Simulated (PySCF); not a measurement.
**C2H3F+ (SMILES [CH2][CH+]F), step by step**

We compute a geometry optimisation (UHF-D3(0)/ma-def2-SVP), then vibrational wavenumbers, then a single-point energy (UCCSD(T)/cc-pVDZ-DK), then quasiparticle energies (G0W0@SCAN0/aug-pcseg-1) of C2H3F+. The job is set up through a Python script.

Program for the calculation: PySCF 2.14.0.

## (1) The structure to begin with

C2H3F+ has 6 atoms, charge +1, and is taken as a doublet. As SMILES, `[CH2][CH+]F`. All atoms were displaced at random from a relaxed shape. The run starts from this shape.

Bond lengths: C1–C2 1.461 Å, C2–F3 1.248 Å, C1–H4 1.008 Å, C1–H5 1.180 Å, C2–H6 1.090 Å. Angles: C1–C2–F3 119.6°, C1–C2–H6 120.6°, F3–C2–H6 119.8°, C2–C1–H4 124.1°, C2–C1–H5 111.5°, H4–C1–H5 124.3°.

## (2) A structure relaxation at UHF-D3(0)/ma-def2-SVP (density fitting with cc-pvtz-jkfit) (run 1)

The input, run.py:

```python
from pyscf import gto, scf
from pyscf.geomopt.geometric_solver import kernel as optimise

system = gto.M(
    atom='''
C     -0.584745     0.198310    -0.447152
C      0.492749    -0.216266     0.448394
F      0.824294    -1.417938     0.498120
H     -1.315850    -0.414263    -0.772389
H     -0.459634     1.322821    -0.783844
H      1.006048     0.513108     1.074166
''',
    max_memory=1860,
    spin=1,
    basis='ma-def2-svp',
    charge=1,
    verbose=3,
)

myscf = scf.UHF(system)
myscf = myscf.density_fit(auxbasis='cc-pvtz-jkfit')
myscf.max_cycle = 100
myscf.disp = 'd3zero'
converged, mol_eq = optimise(myscf, maxsteps=100)
print('converged:', converged)
print(mol_eq.tostring())

myscf.reset(mol_eq)
system = mol_eq
myscf.kernel()
energy = myscf.e_tot
print('Final energy', energy)
```

Launch:

```
OMP_NUM_THREADS=1 python run.py
```

Output:

```text
maxiter                   100
----------------------------------------------------------
Custom engine selected.
Bonds will be generated from interatomic distances less than 1.20 times sum of covalent radii
18 internal coordinates being used (instead of 18 Cartesians)
Internal coordinate system (atoms numbered from 1):
Distance 1-2
Distance 1-4
Distance 1-5
Distance 2-3
Distance 2-6
Angle 2-1-5
Angle 4-1-5
Angle 1-2-6
Angle 3-2-6
Out-of-Plane 1-2-4-5
Out-of-Plane 2-1-3-6
Dihedral 4-1-2-3
Dihedral 4-1-2-6
Dihedral 5-1-2-3
Dihedral 5-1-2-6
Translation-X 1-6
Translation-Y 1-6
Translation-Z 1-6
Rotation-A 1-6
Rotation-B 1-6
Rotation-C 1-6
> ===== Optimization Info: ====
> Job type: Energy minimization
> Maximum number of optimization cycles: 100
> Initial / maximum trust radius (Angstrom): 0.100 / 0.300
> Convergence Criteria:
> Will converge when all 5 criteria are reached:
>  |Delta-E| < 1.00e-06
>  RMS-Grad  < 3.00e-04
>  Max-Grad  < 4.50e-04
>  RMS-Disp  < 1.20e-03
>  Max-Disp  < 1.80e-03
> === End Optimization Info ===

[... 10 lines left out ...]
WARN: Mole.unit (angstrom) is changed to Bohr
[... 12 lines left out ...]
Step    0 : Gradient = 7.384e-02/1.442e-01 (rms/max) Energy = -176.3973278750
[... 34 lines left out ...]
converged SCF energy = -176.402062916108  <S^2> = 0.75588706  2S+1 = 2.0058784
[... 46 lines left out ...]
converged SCF energy = -176.415843758447  <S^2> = 0.75577697  2S+1 = 2.0057686
[... 45 lines left out ...]
converged SCF energy = -176.416997675552  <S^2> = 0.75533929  2S+1 = 2.0053322
[... 45 lines left out ...]
converged SCF energy = -176.417074330932  <S^2> = 0.75534679  2S+1 = 2.0053397
[... 35 lines left out ...]
Converged! =D
[... 1 line left out ...]
converged: True
C          -0.52389282        0.25135294       -0.44335774
C           0.49020217       -0.18387915        0.42565107
F           0.64223898       -1.39964714        0.63929045
H          -1.17285352       -0.47299888       -0.92717401
H          -0.65140549        1.31303646       -0.62476161
H           1.17857268        0.47790776        0.94764684

converged SCF energy = -176.417074989839  <S^2> = 0.75534835  2S+1 = 2.0053412
Final energy -176.41707498983928
```

Run time: 8.1 s. Hardware: 1 thread of Arm Neoverse V1, shared host; peak memory 0.18 GiB.

Step by step:

```tsv
step	energy from the first frame kept (eV)	largest force (eV/Å)
0	0.0000	7.4137
1	-0.4144	2.0227
2	-0.1288	2.9494
3	-0.4526	1.0167
4	-0.5038	0.3377
5	-0.5289	0.2871
6	-0.5352	0.1435
7	-0.5372	0.0698
8	-0.5373	0.0240
9	-0.5373	0.0104
```

After the run. Bond lengths: C1–C2 1.405 Å, C2–F3 1.244 Å, C1–H4 1.086 Å, C1–H5 1.085 Å, C2–H6 1.088 Å. Angles: C1–C2–F3 119.8°, C1–C2–H6 124.4°, F3–C2–H6 115.8°, C2–C1–H4 120.0°, C2–C1–H5 119.5°, H4–C1–H5 120.5°.

## (3) Vibrational wavenumbers at UHF-D3(0)/ma-def2-SVP (density fitting with cc-pvtz-jkfit) (run 2)

The input, input.py:

```python
from pyscf import gto, scf, symm
from pyscf.hessian import thermo

mol = gto.M(
    atom='''
C       -0.765969       0.782420      -0.689293
C        0.248126       0.347188       0.179716
F        0.400163      -0.868580       0.393355
H       -1.414930       0.058068      -1.173109
H       -0.893481       1.844103      -0.870697
H        0.936497       1.008975       0.701712
''',
    spin=1,
    charge=1,
    verbose=3,
    max_memory=1860,
    basis='ma-def2-svp',
)

myscf = scf.UHF(mol)
myscf = myscf.density_fit(auxbasis='cc-pvtz-jkfit')
myscf.max_cycle = 100
myscf.disp = 'd3zero'
myscf.kernel()

etot = myscf.e_tot
print(f'total energy: {etot:.8f} hartree')
hess = myscf.Hessian().kernel()
modes = thermo.harmonic_analysis(mol, hess)
thermo.dump_normal_mode(mol, modes)
symm.geom.TOLERANCE = 1e-3  # for the symmetry number
th = thermo.thermo(myscf, modes['freq_au'], 298.15, 101325)
thermo.dump_thermo(mol, th)
```

Launch:

```
OMP_NUM_THREADS=1 python input.py
```

Output:

```text
converged SCF energy = -176.417074989889  <S^2> = 0.75534835  2S+1 = 2.0053412
total energy: -176.41707499 hartree

WARN: DFTD3 does not support analytical Hessian, using finite difference

WARN: Mole.unit (angstrom) is changed to Bohr

[... 66 lines left out ...]
Gibbs free energy [Eh] -176.39584
```

Run time: 16 s. Hardware: 1 thread of Arm Neoverse V1, shared host; peak memory 0.31 GiB.

## (4) The energy at UCCSD(T)/cc-pVDZ-DK (sfX2C) (run 3)

The input, job.py:

```python
from pyscf import gto, scf, cc

system = gto.M(
    atom=[
    ('C', (-0.523893, 0.251353, -0.443358)),
    ('C', (0.490202, -0.183879, 0.425651)),
    ('F', (0.642239, -1.399647, 0.639290)),
    ('H', (-1.172854, -0.472999, -0.927174)),
    ('H', (-0.651405, 1.313036, -0.624762)),
    ('H', (1.178573, 0.477908, 0.947647)),
],
    max_memory=1860,
    charge=1,
    basis='cc-pvdz-dk',
    spin=1,
    verbose=3,
)

hf = scf.UHF(system)
hf = hf.sfx2c1e()
hf.kernel()

mycc = cc.CCSD(hf)
mycc.kernel()
e_t = mycc.ccsd_t()
energy = mycc.e_tot + e_t
print('E(%s) = %.9f' % ('CCSD(T)', energy))
```

Launch:

```
OMP_NUM_THREADS=1 python job.py
```

Output:

```text
converged SCF energy = -176.689341376738  <S^2> = 0.75543656  2S+1 = 2.0054292
E(UCCSD) = -177.1343911511919  E_corr = -0.4450497744543383
UCCSD(T) correction = -0.0109444993826752
E(CCSD(T)) = -177.145335651
```

Wall time 42 s (1 thread of Arm Neoverse V1, shared host); peak memory 0.53 GiB.

## (5) Quasiparticle energies at G0W0@SCAN0/aug-pcseg-1 (density fitting) (run 4)

The input, input.py:

```python
from pyscf import gto, dft
from pyscf.gw.ugw_ac import UGWAC

molecule = gto.M(
    atom='''
C   -0.523893   0.251353  -0.443358
C    0.490202  -0.183879   0.425651
F    0.642239  -1.399647   0.639290
H   -1.172854  -0.472999  -0.927174
H   -0.651405   1.313036  -0.624762
H    1.178573   0.477908   0.947647
''',
    basis='aug-pcseg-1',
    max_memory=1860,
    charge=1,
    spin=1,
    verbose=4,
)

myscf = dft.UKS(molecule, xc='scan0')
myscf = myscf.density_fit()
myscf.max_cycle = 100
myscf.kernel()

energy = myscf.e_tot
print(f'total energy: {energy:.8f} hartree')

nocc = molecule.nelec[0]
orbs = list(range(max(0, nocc - 4), min(molecule.nao, nocc + 4)))
mygw = UGWAC(myscf)
mygw.orbs = orbs
mygw.kernel()
for s in range(2):
    print('spin', s)
    for p in orbs:
        print('%4d %12.4f %12.4f' % (p + 1, myscf.mo_energy[s][p] * 27.211386, mygw.mo_energy[s][p] * 27.211386))
```

Launch:

```
OMP_NUM_THREADS=1 python input.py
```

Output:

```text
PySCF version 2.14.0

[... 66 lines left out ...]
WARN: Even tempered Gaussians are generated as DF auxbasis for  H C F
[... 5 lines left out ...]
WARN: HOMO -0.276845727028239 >= LUMO -0.276845727028238
[... 42 lines left out ...]
converged SCF energy = -177.326359862021  <S^2> = 0.75365936  2S+1 = 2.003656
total energy: -177.32635986 hartree
[... 6 lines left out ...]
off-diagonal self-energy = False
GW density matrix = False
density-fitting for exchange = False
outcore for self-energy= False
broadening parameter = 5.000e-03
number of grids = 100
analytic continuation method = pade
imaginary frequency cutoff = 5.0
Pade points = 18
Pade step ratio = 0.667
use perturbative linearized QP eqn = False
QPE max iter = 100
QPE tolerance = 1.0e-06

Starting get_sigma_diag main loop with 100 frequency points.
   1    2    3    4    5    6    7    8    9   10   11   12
  13   14   15   16   17   18   19   20   21   22   23   24
  25   26   27   28   29   30   31   32   33   34   35   36
  37   38   39   40   41   42   43   44   45   46   47   48
  49   50   51   52   53   54   55   56   57   58   59   60
  61   62   63   64   65   66   67   68   69   70   71   72
  73   74   75   76   77   78   79   80   81   82   83   84
  85   86   87   88   89   90   91   92   93   94   95   96
  97   98   99  100
Finished get_sigma_diag main loop.

WARN: GW QP energies may not be sorted from min to max

spin 0
   9     -22.6657     -24.9249
  10     -19.9357     -22.5958
  11     -19.0003     -21.4076
[... 4 lines of this table left out ...]
  16      -3.3354      -2.1267
spin 1
   9     -22.0772     -23.8710
  10     -19.8061     -22.4332
  11     -18.8451     -21.2193
[... 4 lines of this table left out ...]
  16      -3.1370      -2.1767
```

Run time: 44 s. Hardware: 1 thread of Arm Neoverse V1, shared host; peak memory 0.55 GiB.

## (6) Outcome

```
                                                                                    quantity             value
                                       run 1, UHF-D3(0)/ma-def2-SVP: total energy at the end     -176.41707 Eh
                            run 1, UHF-D3(0)/ma-def2-SVP: HOMO energy (highest over α and β)         -19.69 eV
                             run 1, UHF-D3(0)/ma-def2-SVP: LUMO energy (lowest over α and β)          -7.55 eV
                                             run 1, UHF-D3(0)/ma-def2-SVP: dispersion energy      -4.13 kJ/mol
                                                          run 1, UHF-D3(0)/ma-def2-SVP: ⟨S²⟩             0.755
                                    run 2, UHF-D3(0)/ma-def2-SVP: lowest harmonic wavenumber          466 cm⁻¹
                                   run 2, UHF-D3(0)/ma-def2-SVP: highest harmonic wavenumber         3448 cm⁻¹
                                             run 2, UHF-D3(0)/ma-def2-SVP: zero-point energy      121.5 kJ/mol
     run 2, UHF-D3(0)/ma-def2-SVP: ideal-gas entropy at 298.15 K (symmetry number 1 as used)  61.9 cal/(mol K)
                                                    run 3, UCCSD(T)/cc-pVDZ-DK: total energy     -177.14534 Eh
      run 3, UCCSD(T)/cc-pVDZ-DK: HOMO energy (Hartree–Fock orbitals) (highest over α and β)         -19.53 eV
       run 3, UCCSD(T)/cc-pVDZ-DK: LUMO energy (Hartree–Fock orbitals) (lowest over α and β)          -7.29 eV
                                              run 3, UCCSD(T)/cc-pVDZ-DK: correlation energy        -456.0 mEh
                                                  run 3, UCCSD(T)/cc-pVDZ-DK: (T) correction        -10.94 mEh
                               run 3, UCCSD(T)/cc-pVDZ-DK: ⟨S²⟩ of the reference determinant             0.755
                                                   run 3, UCCSD(T)/cc-pVDZ-DK: T1 diagnostic             0.016
                            run 4, G0W0@SCAN0/aug-pcseg-1: ground-state or mean-field energy     -177.32636 Eh
run 4, G0W0@SCAN0/aug-pcseg-1: HOMO energy (SCAN0 Kohn–Sham orbitals) (highest over α and β)         -16.87 eV
 run 4, G0W0@SCAN0/aug-pcseg-1: LUMO energy (SCAN0 Kohn–Sham orbitals) (lowest over α and β)         -12.04 eV
                            run 4, G0W0@SCAN0/aug-pcseg-1: ⟨S²⟩ of the reference determinant             0.754
```

**Reading.** The optimisation (run 1, UHF-D3(0)/ma-def2-SVP) took 9 steps and changed the energy by -0.537 eV. Mulliken charges (run 1, UHF-D3(0)/ma-def2-SVP) run from -0.26 on C1 to +0.36 on C2; they depend strongly on the basis. All 12 modes (run 2, UHF-D3(0)/ma-def2-SVP) are real, so the shape is a minimum at this level. Mulliken charges (run 3, UCCSD(T)/cc-pVDZ-DK) of the mean-field density run from -0.05 on F3 to +0.42 on C2. The triples (run 3, UCCSD(T)/cc-pVDZ-DK) make up 2.4 % of the correlation energy. Mulliken charges (run 4, G0W0@SCAN0/aug-pcseg-1) of the mean-field density run from -0.54 on F3 to +0.81 on C2; in a basis this large or diffuse they mean little.
